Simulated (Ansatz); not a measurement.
## H2O, SMILES O: an active-space calculation, step by step

With the Python package of Ansatz (0.2.0).

Typed at the interpreter:
```pycon
>>> import ansatz as az
>>> geometry_ang = [
...     ("O", (-0.29484, 0.19504, -0.13692)),
...     ("H", (0.46712, 0.56029, 0.31698)),
...     ("H", (-0.17228, -0.75533, -0.18006)),
... ]
>>> geometry = az.Crystal.molecule()
>>> for symbol, xyz in geometry_ang:
...     geometry = geometry.atom(symbol, xyz)
...
>>> model = (
...     geometry.calculation()
...     .basis(gaussian="def2-SVP")
...     .accuracy("medium")
...     .correlation(active_electrons=4, active_orbitals=4)
... )
>>> for method in ["sc_nevpt2"]:
...     rep = (model if method is None else model.correlation(method)).run().report
...     space = rep["configurations"]
...     state = space["states"][0]
...     print(method or "casscf", f"total {rep['free_energy_ev'] / 27.211386246:.6f} Ha, active-space state {state['energy']['hartree']:.6f} Ha, mean field {rep['reference_energy_ev'] / 27.211386246:.6f} Ha")
...     print("  determinants", state["n_determinants"], " natural occupations", [round(n, 3) for n in space["natural_occupations"]])
...
sc_nevpt2 total -76.158158 Ha, active-space state -76.011515 Ha, mean field -75.960722 Ha
  determinants 36  natural occupations [1.979, 1.978, 0.022, 0.021]
>>> print("effectively unpaired electrons, sum of min(n, 2 - n):", round(sum(min(n, 2 - n) for n in space["natural_occupations"]), 3))
effectively unpaired electrons, sum of min(n, 2 - n): 0.086
```

Caveats:
- These settings explore the input space; basis and method may be short of convergence.
- The geometry is a force-field or estimated start, not a minimum of this method, and the basis set is short of its limit. The active space starts as a window about the frontier orbitals and is then optimised, not chosen by chemistry.
- Timing: 1 s on 1 thread of Arm Neoverse N1 (shared host), peak memory 0.13 GiB.
